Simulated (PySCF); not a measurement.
Gas-phase reaction: 2 H2CSiH2 + C3H6 (cyclic) = 2 CH3SiH2 + C3H4 (cyclic)

Computed with PySCF and rigid-rotor harmonic-oscillator thermochemistry at 1 bar. † marks an energy on the PBE0/def2-TZVP geometry and frequencies; other levels use their own. MP2 and CCSD(T) freeze the core. 6-31G* has spherical d functions here. Open shells (unrestricted): CH3SiH2 (multiplicity 2); the rest are closed-shell singlets. H2CSiH2, CH3SiH2: computed as isolated molecules; such fragments, hydroxides, amides, oligomers or adducts are transient or little studied in the gas. MP2 isn't extrapolated to the basis-set limit; its ΔH°(298 K) is 102.3 kJ in def2-SVP and 121.6 kJ in def2-TZVPP. CCSD(T) isn't extrapolated to the basis-set limit; its ΔH°(298 K) is 115.7 kJ in def2-SVP and 126.9 kJ in def2-TZVPP. The harmonic model lacks anharmonicity and excited electronic states, which grow with temperature; levels with a mode under 35 cm⁻¹ are left out. Internal rotation in CH3SiH2 is treated as a harmonic vibration of one conformer, which makes the entropy rough.

```json
[
 {"level": "CCSD(T)/def2-TZVPP†", "ΔE electronic, kJ": "132", "ΔH°(298 K), kJ": "127", "ΔS°(298 K), J/K": "51", "ΔG°(1200 K), kJ": "63"},
 {"level": "HF/6-31G*", "ΔE electronic, kJ": "18", "ΔH°(298 K), kJ": "12", "ΔS°(298 K), J/K": "52", "ΔG°(1200 K), kJ": "-53"},
 {"level": "M06-2X/def2-TZVP†", "ΔE electronic, kJ": "107", "ΔH°(298 K), kJ": "101", "ΔS°(298 K), J/K": "51", "ΔG°(1200 K), kJ": "37"},
 {"level": "MP2/def2-TZVPP†", "ΔE electronic, kJ": "127", "ΔH°(298 K), kJ": "122", "ΔS°(298 K), J/K": "51", "ΔG°(1200 K), kJ": "57"},
 {"level": "PBE/def2-SVP", "ΔE electronic, kJ": "110", "ΔH°(298 K), kJ": "106", "ΔS°(298 K), J/K": "50", "ΔG°(1200 K), kJ": "44"},
 {"level": "PBE/def2-TZVP†", "ΔE electronic, kJ": "117", "ΔH°(298 K), kJ": "111", "ΔS°(298 K), J/K": "51", "ΔG°(1200 K), kJ": "47"},
 {"level": "PBE0/def2-QZVP†", "ΔE electronic, kJ": "104", "ΔH°(298 K), kJ": "99", "ΔS°(298 K), J/K": "51", "ΔG°(1200 K), kJ": "34"},
 {"level": "PBE0/def2-TZVP", "ΔE electronic, kJ": "104", "ΔH°(298 K), kJ": "98", "ΔS°(298 K), J/K": "51", "ΔG°(1200 K), kJ": "34"},
 {"level": "ωB97M-V/def2-TZVP†", "ΔE electronic, kJ": "133", "ΔH°(298 K), kJ": "128", "ΔS°(298 K), J/K": "51", "ΔG°(1200 K), kJ": "63"}
]
```
ΔH° is lowest at HF/6-31G* and highest at ωB97M-V/def2-TZVP†. No reference value is set beside these.
